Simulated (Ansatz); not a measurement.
The same path of BH5O (7 atoms, charge 0, multiplicity 1) was run twice with different band settings. Lost on the way: B1–H2, O5–H7. Made: H2–H7.

Method: RKS B3LYP-D4/def2-SVP in Ansatz 0.2.0.

Relaxed end points:

```xyz
7
Properties=species:S:1:pos:R:3
B -0.018 -0.007 0.064
H -0.390 0.496 1.113
H 1.139 0.215 -0.236
H -0.818 0.046 -0.849
O 0.014 -1.673 0.407
H -0.878 -1.947 0.672
H 0.585 -1.818 1.178
```

```xyz
7
Properties=species:S:1:pos:R:3
B -0.009 -0.173 -0.996
H 0.318 -1.353 3.360
H 0.953 0.551 -1.066
H -0.786 -0.313 -1.915
O -0.190 -0.834 0.166
H -0.972 -1.402 0.176
H 0.320 -1.162 2.623
```

Common settings: movable images 9; climbing image yes; spring 5.0 eV/Å²; optimiser quadratic models (default); force threshold 0.03 eV/Å; iteration limit 60; end points relaxed.

| run | start path |
| --- | --- |
| 1 | through a guess of the saddle point |
| 2 | straight line |

Question: What does each run give, and how far can it be trusted?

Answer: Run 1: converged after 21 iterations, highest image 0.961 eV above the first end. Neighbouring images differ by up to 1.2 eV, so the band resolves the path poorly. A vibrational analysis at the climbing image gives one clearly imaginary mode, 1374i cm⁻¹: a first-order saddle point.
Run 2: converged after 23 iterations, highest image 0.961 eV above the first end. Neighbouring images differ by up to 1.2 eV, so the band resolves the path poorly. Another band between the same ends (9 images) ends at a top of the same energy, where a vibrational analysis finds 1 clearly imaginary mode.
The orbitals stay closed-shell, which can raise the energy where a bond breaks towards radicals; this wasn't checked here.
